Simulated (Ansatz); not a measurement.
Results of r²SCAN (Ansatz, a program for electronic structure, plane waves, PAW) for antiferromagnetic (type II) rock-salt MnS.

Numerical settings: plane-wave cutoff 600 eV, 12×12×12 k mesh, Fermi–Dirac smearing 0.01 eV, spin-polarised with opposed moments, scalar-relativistic PAW data made under PBE.

Starting structure:

```
MnS
1.0
    5.22000     2.61000     2.61000
    2.61000     5.22000     2.61000
    2.61000     2.61000     5.22000
Mn S
2 2
Direct
  0.00000   0.00000   0.00000
  0.50000   0.50000   0.50000
  0.25000   0.25000   0.25000
  0.75000   0.75000   0.75000
```

Problem. Into what structure does the relaxation of cell and atoms lead at this level, with the symmetry of the start kept?

Solution. The volume shrinks by 2.9 %; final space group R-3m.
```
MnS
1.0
    5.15818     2.56904     2.56904
    2.56904     5.15818     2.56904
    2.56904     2.56904     5.15818
Mn S
2 2
Cartesian
  0.00000   0.00000   0.00000
  5.14813   5.14813   5.14813
  2.57407   2.57407   2.57407
  7.72220   7.72220   7.72220
```
